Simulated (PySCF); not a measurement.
**Potential energy of LiB⁺ along the bond**

Set-up: PySCF, no relativity, basis sets Li pcseg-1, B pcseg-1. Energies in eV from Li⁺ + B in their ground configurations at the same level. State: ²Σ⁺ (doublet), unpaired electrons σ ↑.

```tsv
R (Å)	r²SCAN
2.119	-0.5723
2.218	-0.6723
2.316	-0.7292
2.390	-0.7515
2.464	-0.7606
2.538	-0.7596
2.636	-0.7468
2.760	-0.7181
2.908	-0.6728
3.105	-0.6044
```

Put a parabola through the three lowest points of the r²SCAN curve and estimate Re, k and ωe (reduced mass 4.285 u; 1 eV/Å² = 0.16022 mdyn/Å; ωe = 1302.8·√(k/μ) cm⁻¹).

Through R = 2.39, 2.464, 2.538 Å the second-order coefficient is 0.922 eV/Å², so Re ≈ 2.494 Å, k ≈ 0.296 mdyn/Å and ωe ≈ 342 cm⁻¹. A polynomial fit of higher order to the unrounded r²SCAN energies gives Re = 2.492 Å, k = 0.266 mdyn/Å, ωe = 324 cm⁻¹; anharmonicity and rounding make the difference.

The higher-order fit for each curve: r²SCAN: Re = 2.492 Å, ωe = 324 cm⁻¹, De = 0.76 eV.

For an ion De counts to the pair picked by the measured ionisation energies or electron affinities, which need not be the lowest pair at this level. The state is the lowest determinant that a PBE0 search found; another state may lie lower at other levels.
